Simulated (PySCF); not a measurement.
One reaction down a group: C, Si, Ge, Sn

The same gas-phase reaction for C, Si, Ge, Sn:
- 2 CHCl + 3 Cl → CCl₃ + CH₂Cl₂
- 2 SiHCl + 3 Cl → SiCl₃ + SiH₂Cl₂
- 2 GeHCl + 3 Cl → GeCl₃ + GeH₂Cl₂
- 2 SnHCl + 3 Cl → SnCl₃ + SnH₂Cl₂

Energies from PySCF, thermal terms from the rigid-rotor harmonic-oscillator model, ideal gas at 1 bar. † marks an energy on the PBE0/def2-TZVP geometry and frequencies; other levels use their own. Open shells (unrestricted): Cl (multiplicity 2, electronic degeneracy 6), CCl₃ (multiplicity 2), SiCl₃ (multiplicity 2), GeCl₃ (multiplicity 2), SnCl₃ (multiplicity 2); the rest are closed-shell singlets. Spin-orbit splitting is ignored; it lowers the true energy and changes the entropy of Cl. Sn: scalar-relativistic def2 core potential, no spin-orbit coupling. Ge: all electrons, no relativistic terms. SiHCl, GeHCl, GeCl₃, SnHCl, SnCl₃, SnH₂Cl₂: computed as isolated molecules; such fragments, hydroxides, amides, oligomers or adducts are transient or little studied in the gas. The harmonic model lacks anharmonicity and excited electronic states, which grow with temperature; levels with a mode under 35 cm⁻¹ are left out. Soft modes under 120 cm⁻¹ make the harmonic entropy rough for SnCl₃, SnH₂Cl₂.

ΔH°(298 K) in kJ, by level:

```tsv
level	C	Si	Ge	Sn
ωB97M-V/def2-TZVP†	-1042.4	-1120.0	-935.8	-868.1
M06-2X/def2-TZVP†	-1051.2	-1130.3	-971.3	-901.6
PBE0/def2-TZVP	-1080.8	-1140.0	-945.4	-860.0
PBE0/def2-SVP†	-1085.4	-1113.5	-937.6	-845.0
HF/def2-TZVP†	-748.2	-908.7	-719.1	-643.1
r2SCAN/def2-TZVP†	-1088.4	-1181.2	-976.1	-888.0
```

At ωB97M-V/def2-TZVP†, ΔH° is not monotonic: it is lowest for Si and highest for Sn, over a range of 251.9 kJ; the steps are -77.6, +184.2, +67.7 kJ. 6 of the 6 levels shown give the same order. The levels scatter most for C (340.2 kJ between the highest and the lowest) and least for Ge (257.0 kJ). ΔS°(298 K) runs from -402.6 to -386.5 J/K, so TΔS° at 298 K spreads over 4.8 kJ among the members, against 251.9 kJ for ΔH°.

Free energies at ωB97M-V/def2-TZVP†:

| member | ΔS°(298 K), J/K | ΔG°(298 K), kJ | ΔG°(1400 K), kJ | ΔG° changes sign |
|---|---|---|---|---|
| C | -402.6 | -922 | -472 | none from 298 to 2500 K |
| Si | -400.6 | -1001 | -559 | none from 298 to 2500 K |
| Ge | -396.6 | -818 | -384 | 2000 to 2500 K |
| Sn | -386.5 | -753 | -333 | 2000 to 2500 K |

The NASA 1993 table, where it holds all species, gives ΔH°(298 K) = -996 kJ for C; its entries are part measured, part old estimates, and weren't checked at source.
